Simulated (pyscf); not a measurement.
This saddle point was located with ωB97X-D3(BJ)/def2-SVP in PySCF.

```xyz
8

Cl    -0.0749     1.7254     1.4159
B     -0.0261     0.0059    -0.3489
Cl     1.6642    -0.4136    -0.5967
H     -0.6510     0.5859    -1.1891
N     -0.7639    -0.7926     0.6913
H     -0.6249     0.3016     1.4204
H     -1.7377    -1.0088     0.4858
H     -0.2690    -1.5987     1.0704
```

Surface: singlet, charge 0. Lowest wavenumbers (cm⁻¹): 1144i, 133, 317, 326, 390.

Q: Name the species on either side of this saddle.

A: `[Cl][BH][Cl]` + `[NH3]` ⇌ `[ClH]` + `[NH2][BH][Cl]`, a four-centre exchange read from left to right: B–Cl, H–N broken and Cl–H, B–N formed. At CCSD(T)/def2-TZVPP + ΔMP2(QZVPP) it lies +0.27 eV from the left side and +0.77 eV from the right (each side as separated species at their lowest minima found). On the reactant side the descent ends in an adduct with a B–N contact (not fully relaxed), 1.25 eV under the separated species and 1.44 eV under the saddle at ωB97X-D3(BJ)/def2-TZVP. What is counted as formed (B–N) is already present as a longer contact in the reactant adduct; forming that adduct is a step of its own. This is the saddle that the search found; another between the same sides may lie lower. The CCSD(T) − MP2 part came from Ansatz, without density fitting, on the same reference.
